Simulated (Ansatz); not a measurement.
Two shapes of singlet C₄H₈.

Shape 1:

```xyz
12

C     0.0000    0.0000    0.0000
C     0.0000    0.0000    1.3350
C     0.0000    1.2287   -0.8604
C     0.0000   -1.2287    2.1954
H     0.0000   -0.9668   -0.5033
H     0.0000    0.9668    1.8383
H     0.0000    2.1161   -0.2274
H     0.8898    1.2321   -1.4899
H    -0.8898    1.2321   -1.4899
H     0.0000   -2.1161    1.5624
H     0.8898   -1.2321    2.8249
H    -0.8898   -1.2321    2.8249
```

Shape 2:

```xyz
12

C     0.0000    0.0040   -0.6683
C     0.0000   -0.0040    0.6683
C     0.0000    1.2255   -1.5272
C     0.0000   -1.2255    1.5272
H     0.0000   -0.9611   -1.1939
H     0.0000    0.9611    1.1939
H     0.0000    2.1461   -0.9244
H     0.8831    1.2515   -2.1881
H    -0.8831    1.2515   -2.1881
H     0.0000   -2.1461    0.9244
H     0.8831   -1.2515    2.1881
H    -0.8831   -1.2515    2.1881
```

Basis set: 6-31G* (spherical functions). Frozen core: 4 orbitals. Charge 0, multiplicity 1.

Computed with Ansatz (development build ahead of 0.2.0); each method stands on the lowest determinant of its kind that the runs found.

**Question.** Which shape is lower in energy, and by how much in each method?

**Answer.**

```json
{"method": "RHF", "E(2) − E(1) (eV)": "0.009"}
{"method": "RHF-MP2", "E(2) − E(1) (eV)": "-0.016"}
```

The methods disagree on the order.
